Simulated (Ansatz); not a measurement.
# How the LA phonon frequency at L of rock-salt HfC moves with the method

No measured value is used here.

```csv
level (code),value (cm⁻¹),cell (Å³/atom)
LDA (Ansatz),246,11.95
PBE (Ansatz),?,12.58
PBEsol (Ansatz),242,12.22
PBE-D3(BJ) (Ansatz),243,12.32
r²SCAN (Ansatz),244,12.49
```

**Question.** Fill in the missing entries.

**Answer.** 
- PBE (Ansatz, a program for electronic structure), value (cm⁻¹): 237

Density-functional levels without +SOC have no spin–orbit coupling. PBE-D3(BJ): the dispersion coefficients are held fixed in the derivatives. Each level is taken at its own relaxed cell. Cutoffs differ between the levels. Ansatz's density-functional and Hartree–Fock values are scalar-relativistic unless marked +SOC, with PAW data made under PBE.
